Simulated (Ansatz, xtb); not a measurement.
## Relative energy of two isomers of C2H7O+

We compare a, `C[OH+]C`, a singlet, with b, `CC[OH2+]`, a singlet. Both are isolated ions in the gas phase, relaxed with PBE0-D4/def2-TZVP; the shapes shown needn't be the lowest conformers.

a (Å):

```xyz
10

C    -1.5923    0.7610    0.5457
C    -1.4744    0.0214   -1.8537
O    -1.3298    1.1066   -0.8645
H    -1.4150    1.6699    1.1150
H    -2.6167    0.4040    0.6394
H    -0.8653   -0.0055    0.7988
H    -1.8152    1.9035   -1.1341
H    -1.2222    0.4580   -2.8167
H    -2.4956   -0.3549   -1.8217
H    -0.7488   -0.7344   -1.5664
```

b (Å):

```
atom    x (Å)    y (Å)    z (Å)
   C  -1.8086   0.6298   0.3491
   C  -1.4621   1.0890  -1.0261
   O  -1.2563  -0.0978  -1.9772
   H  -1.9390   1.5255   0.9639
   H  -2.7501   0.0779   0.3803
   H  -1.0119   0.0391   0.8054
   H  -2.2429   1.6511  -1.5348
   H  -0.5116   1.6121  -1.1115
   H  -0.5149  -0.6729  -1.7173
   H  -2.0575  -0.6385  -2.0938
```

Energies in hartree; the thermal terms are from PBE0-D4/def2-TZVP harmonic frequencies (ideal gas, rigid rotor, one conformer each, 298.15 K, 1 atm) and include the zero-point energy:

|  | a | b |
| --- | --- | --- |
| E, CCSD(T)/def2-TZVP | −155.076332 | −155.087251 |
| zero-point energy | 0.093325 | 0.092661 |
| H(298 K) − E | 0.099017 | 0.098287 |
| G(298 K) − E | 0.067312 | 0.066787 |

Task: Work out ΔE, ΔE₀, ΔH and ΔG for a → b in kcal/mol (1 Eh = 627.51 kcal/mol) and the equilibrium ratio [b]/[a].

Result: 1. ΔE = −155.087251 − (−155.076332) = −0.010919 Eh = −6.85 kcal/mol.
2. ΔE₀ = ΔE + ΔZPE = −0.010919 + (−0.000664) Eh = −7.27 kcal/mol.
3. ΔH = ΔE + (−0.000730) Eh = −7.31 kcal/mol.
4. ΔG = ΔE + (−0.000525) Eh = −7.18 kcal/mol, so ΔS = (ΔH − ΔG)/T = −1.8 J/(mol K).
5. kT = 0.9442 mEh, so K = [b]/[a] = exp(−ΔG/kT) = exp(+12.12) ≈ 1.8 × 10^5.

Structure b is favoured at this temperature. An error of 1 kcal/mol in ΔG would change K by a factor of 5.4. HF/STO-3G gave ΔE the other sign. Mirror images and further conformers aren't counted.

As drawn, b has 1 C–C, 1 O–H in place of 1 C–O, 1 C–H.

Other levels gave ΔE = −2.8 (GFN2-xTB); +1.0 (HF/STO-3G, GFN2-xTB geometries); −9.1 (r2SCAN-D4/def2-SVP, GFN2-xTB geometries); −8.8 (PBE0-D4/def2-TZVP); −4.9 (HF/def2-TZVP); −7.8 (MP2/def2-TZVP) kcal/mol. The correlated steps freeze 3 core orbitals. Programs: Ansatz 0.2.0, xtb 6.7.1.
